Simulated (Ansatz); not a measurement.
**C3H6N2: small, medium and large basis sets**

One table from this session's results is given with a row withheld; the runs are named, their logs left out.

Computed with Ansatz 0.2.0, Gaussian basis. Level: one geometry, several basis sets.

Plan: PBE0-D4/def2-SVP; ωB97M-V/def2-SVP; PBE0-D4/def2-QZVPP; ωB97M-V/def2-QZVPP; the functionals' def2-TZVPP values are taken from earlier runs.

## The relaxed structure

All runs share one geometry, relaxed beforehand with PBE0-D4 in a triple-zeta def2 set.

SMILES `C=NC(=C)N`, 11 atoms, charge 0, spin multiplicity 1.

Atoms are counted from 1 here; the program's logs count them from 0.

Bond lengths: C1–N2 1.261 Å, C1–H6 1.089 Å, C1–H7 1.096 Å, N2–C3 1.403 Å, C3–C4 1.342 Å, C3–N5 1.380 Å, C4–H8 1.080 Å, C4–H9 1.082 Å, N5–H10 1.006 Å, N5–H11 1.006 Å. Angles: N2–C1–H6 118.9°, N2–C1–H7 122.9°, H6–C1–H7 118.3°, C1–N2–C3 118.6°, N2–C3–C4 122.9°, N2–C3–N5 111.7°, C4–C3–N5 125.1°, C3–C4–H8 120.3°, C3–C4–H9 121.2°, H8–C4–H9 118.2°, C3–N5–H10 115.7°, C3–N5–H11 115.0°, H10–N5–H11 114.1°.

Geometry (Å):

```xyz
11

C    -1.4412    0.9576    0.6555
N    -0.7075    0.8409   -0.3641
C     0.3042   -0.1307   -0.3565
C     0.0887   -1.4033    0.0093
N     1.4843    0.3558   -0.8821
H    -2.2582    1.6774    0.6360
H    -1.2962    0.3617    1.5636
H    -0.9007   -1.7292    0.2929
H     0.8703   -2.1483   -0.0640
H     2.3068   -0.1878   -0.6846
H     1.6149    1.3490   -0.7852
```

The first run:

in.yaml reads:

```yaml
crystal:
  periodic: [false, false, false]
  atoms:
    - {symbol: C, position_ang: [-1.441186, 0.957599, 0.655475]}
    - {symbol: N, position_ang: [-0.707549, 0.840929, -0.364080]}
    - {symbol: C, position_ang: [0.304188, -0.130734, -0.356501]}
    - {symbol: C, position_ang: [0.088738, -1.403326, 0.009279]}
    - {symbol: N, position_ang: [1.484250, 0.355781, -0.882105]}
    - {symbol: H, position_ang: [-2.258183, 1.677423, 0.635971]}
    - {symbol: H, position_ang: [-1.296157, 0.361715, 1.563643]}
    - {symbol: H, position_ang: [-0.900698, -1.729157, 0.292886]}
    - {symbol: H, position_ang: [0.870345, -2.148282, -0.064003]}
    - {symbol: H, position_ang: [2.306781, -0.187847, -0.684591]}
    - {symbol: H, position_ang: [1.614873, 1.348998, -0.785175]}
basis:
  gaussian: {orbitals: def2-SVP}
hamiltonian: {xc: pbe0, dispersion: d4}
output: {orbitals: {seedname: orbitals}}
```

On the command line:

```
$ ansatz run in.yaml --threads 4 --pin off --events-out ev --progress --plain --max-ram 10444MiB
```

Steps of the session up to this table: PBE0-D4 in def2-SVP; ωB97M-V in def2-SVP; PBE0-D4 in def2-QZVPP; ωB97M-V in def2-QZVPP.

One of the session's tables, all rows but one given; the rest of the session is left out.

It belongs to the step «Density functionals: the series». 

```
functional       basis  HOMO (eV)
   PBE0-D4    def2-SVP      -5.80
   PBE0-D4  def2-TZVPP      -5.96
   PBE0-D4  def2-QZVPP      -6.00
   ωB97M-V    def2-SVP      -7.98
   ωB97M-V  def2-TZVPP      -8.16
   ωB97M-V  def2-QZVPP          ?
```

**Question.** Estimate the row for ωB97M-V, def2-QZVPP.

The run gave: HOMO (eV): -8.19. In the column «HOMO (eV)» it is the lowest.
